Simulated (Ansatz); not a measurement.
**SiHCl (SMILES [SiH]Cl): the energy to break a bond**

The species is SiHCl (3 atoms), meant as a singlet with charge 0. SMILES: `[SiH]Cl`. Geometry: optimised at r2SCAN/def2-SVP.

```xyz
3

Si   -0.5521    0.5718   -0.2359
Cl    1.2896    0.3590    0.7447
H    -0.7375   -0.9307   -0.5088
```

Wanted: the dissociation energy of the Cl2–Si1 bond into doublet Cl and doublet SiH (shapes relaxed at r2SCAN/def2-SVP, no zero-point term). 1 Eh = 2625.50 kJ/mol = 27.2114 eV. Totals in Eh; open shells run unrestricted unless said.

| level | program | SiHCl | doublet Cl | doublet SiH |
| --- | --- | --- | --- | --- |
| BLYP/def2-TZVPP | Ansatz | -750.304653 | -460.150346 | -289.993511 |
| PBE0-D4/def2-TZVPP | Ansatz | -750.028429 | -459.997429 | -289.864664 |
| B2PLYP/def2-TZVPP, 10 core orbitals frozen | Ansatz | -750.052942 | -460.021993 | -289.868390 |

Work out the dissociation energy at each level.


1. BLYP/def2-TZVPP: (-460.150346) + (-289.993511) − (-750.304653) = 0.160796 Eh = 422.2 kJ/mol = 4.38 eV.
2. PBE0-D4/def2-TZVPP: (-459.997429) + (-289.864664) − (-750.028429) = 0.166336 Eh = 436.7 kJ/mol = 4.53 eV.
3. B2PLYP/def2-TZVPP: (-460.021993) + (-289.868390) − (-750.052942) = 0.162559 Eh = 426.8 kJ/mol = 4.42 eV.

The levels span 422 to 437 kJ/mol; no measured value is set beside them. A bond enthalpy at 298 K also holds the loss of zero-point energy and thermal terms.
